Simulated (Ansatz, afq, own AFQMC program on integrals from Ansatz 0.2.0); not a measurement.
CH₃N, triplet: AFQMC among the cluster methods

```xyz
5

N     0.0000   -0.1232   -0.6250
C     0.0000    0.0600    0.6223
H     0.0000   -0.8099    1.2818
H     0.0000    1.0402    1.1129
H     0.0000    0.7666   -1.1253
```

Connectivity, by distances: NH–CH2.

Basis aug-cc-pVDZ. Noble-gas cores (and the filled d shells of Ga–Kr and In–Xe) are frozen. Ansatz 0.2.0 and our own AFQMC program on the same integrals; the CISD trial comes from CCSD amplitudes, and released means the phaseless constraint is let go. Free projection: walkers drawn from exp(T), propagated without any constraint. Its projection time is finite, and what remains of the start isn't in its error. ± is one standard error of the sampling.

Determinant: UHF, the one that the program's search chose, which needn't be the lowest solution. The geometry is a PBE0/def2-TZVP stationary point of this or a neighbouring charge and spin state.

No full CI on the walks' own integrals is used here; CCSDT(Q) serves as the reference and is uncertain by about the last step of the cluster series.

Cautions: another spin lies lower (by 4.67 eV); the released energies have errors that jump between times, so the bars are unsure, so no released level is given (meV from the phaseless value at times in 1/Eh: -14 ± 3 at 0.24, -20 ± 3 at 0.51, -21 ± 3 at 0.99, -126 ± 96 at 1.62, -23 ± 5 at 2.40), though the last usable value meets CCSDT(Q) within the noise.

* T1 diagnostic: 0.0282
* weight of the determinant in the CISD state: 0.877
* ⟨S²⟩ of the determinant: 2.022
* size of the correlated space: 12 electrons in 71 orbitals

```json
{"level": "MP2", "correlation energy (eV)": "-7.4828"}
{"level": "CCSD", "correlation energy (eV)": "-8.3305"}
{"level": "CCSD(T)", "correlation energy (eV)": "-8.5919"}
```

Q: Estimate where free-projection AFQMC lies against CCSD(T) on the same integrals.

A: 36.4 ± 8.5 meV below CCSD(T).

Reference: CCSDT(Q), correlation energy -8.636 eV.

```tsv
level	E − E(reference) (meV)	share of correlation (%)
CCSD(T)	44.1	99.49
CCSDT	16.8	99.81
ph-AFQMC/HF	-43.5 ± 28.5	100.50
ph-AFQMC/CISD	18.5 ± 3.3	99.79
free AFQMC	7.7 ± 8.5	99.91
```

Free projections are given only where their last times agree within the noise and don't stop above the reference; a slow remainder of the start can still hide under it. A walk keeps the symmetry of its determinant, which the program's search chose and which needn't be the lowest solution, so a lower state of the same spin and another symmetry isn't excluded.
